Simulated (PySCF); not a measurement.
**Level sweep**

Species: cyclopropylacetylene, C5H6.
Geometry (PBE0-D3(BJ)/def2-SVP, Å), atoms numbered from 1 in this order:
```
atom  x, y, z in Å
C1     2.5267   -0.0782    0.1620
C2     1.3482   -0.0443    0.4441
C3    -0.0513   -0.0040    0.7723
C4    -1.0576   -0.7246   -0.0968
C5    -1.0156    0.7662   -0.1003
H6     3.5719   -0.1088   -0.0828
H7    -0.2622    0.0044    1.8472
H8    -0.6678   -1.2532   -0.9697
H9    -1.8840   -1.2276    0.4112
H10   -1.8131    1.3169    0.4046
H11   -0.5972    1.2677   -0.9760
```

PySCF, dipoles from the SCF density, polarisabilities from static response with core orbitals frozen. Geometry: PBE0-D3(BJ)/def2-SVP; no solvent, vibrations or thermal averaging.

Reference dipole: 0.892 D (measured, gas; NIST CCCBDB Release 22 (SRD 101), experimental dipoles). The anisotropy is √(½[(α1 − α2)² + (α2 − α3)² + (α3 − α1)²]).

```json
{"level": "LDA/def2-SVPD", "μ (D)": "1.015", "error (%)": "+13.7", "α (Å³)": "8.84", "anisotropy (Å³)": "4.79"}
{"level": "PBE/def2-SVPD", "μ (D)": "0.994", "error (%)": "+11.4", "α (Å³)": "8.74", "anisotropy (Å³)": "4.78"}
{"level": "B3LYP/def2-SVPD", "μ (D)": "0.958", "error (%)": "+7.3", "α (Å³)": "8.58", "anisotropy (Å³)": "4.57"}
{"level": "PBE0/def2-SVPD", "μ (D)": "0.964", "error (%)": "+8.1", "α (Å³)": "8.47", "anisotropy (Å³)": "4.52"}
{"level": "BHandHLYP/def2-SVPD", "μ (D)": "0.930", "error (%)": "+4.2", "α (Å³)": "8.33", "anisotropy (Å³)": "4.34"}
{"level": "CAM-B3LYP/def2-SVPD", "μ (D)": "0.927", "error (%)": "+3.9", "α (Å³)": "8.42", "anisotropy (Å³)": "4.36"}
{"level": "wB97X-D/def2-SVPD", "μ (D)": "0.951", "error (%)": "+6.6", "α (Å³)": "8.47", "anisotropy (Å³)": "4.35"}
{"level": "LC-wPBE/def2-SVPD", "μ (D)": "0.902", "error (%)": "+1.1", "α (Å³)": "8.17", "anisotropy (Å³)": "4.16"}
{"level": "HF/def2-SVPD", "μ (D)": "0.917", "error (%)": "+2.8", "α (Å³)": "8.13", "anisotropy (Å³)": "4.09"}
{"level": "PBE0/6-31G*", "μ (D)": "0.864", "error (%)": "-3.2", "α (Å³)": "6.86", "anisotropy (Å³)": "5.15"}
{"level": "PBE0/def2-SVP", "μ (D)": "0.906", "error (%)": "+1.6", "α (Å³)": "7.22", "anisotropy (Å³)": "5.05"}
{"level": "PBE0/6-31+G*", "μ (D)": "0.978", "error (%)": "+9.6", "α (Å³)": "8.02", "anisotropy (Å³)": "4.98"}
{"level": "PBE0/aug-cc-pVDZ", "μ (D)": "1.012", "error (%)": "+13.5", "α (Å³)": "8.73", "anisotropy (Å³)": "4.63"}
{"level": "PBE0/def2-TZVP", "μ (D)": "0.994", "error (%)": "+11.5", "α (Å³)": "8.24", "anisotropy (Å³)": "4.90"}
{"level": "PBE0/def2-TZVPD", "μ (D)": "1.003", "error (%)": "+12.5", "α (Å³)": "8.73", "anisotropy (Å³)": "4.58"}
```

For the dipole, the smallest error is 1.1% (LC-wPBE/def2-SVPD) and the largest 13.7% (LDA/def2-SVPD). The dipole runs from 0.86 D (PBE0/6-31G*) to 1.01 D (LDA/def2-SVPD). No reference polarisability is at hand; against PBE0 in the largest diffuse basis at hand (def2-TZVPD) the other PBE0 rows deviate by 6-31G* -21%, def2-SVP -17%, 6-31+G* -8%, def2-SVPD -3%, aug-cc-pVDZ 0%, def2-TZVP -6%. In one basis (def2-SVPD) the functionals order the polarisability from HF (lowest) to LDA (highest), a spread of 9%. With PBE0 the polarisability is 7.44 Å³ without diffuse functions (mean of 6-31G*, def2-SVP and def2-TZVP) and 8.49 Å³ with them (mean of 6-31+G*, def2-SVPD, aug-cc-pVDZ and def2-TZVPD). Measured values can belong to vibrating molecules and may average over conformers; the computed ones are for one fixed geometry.
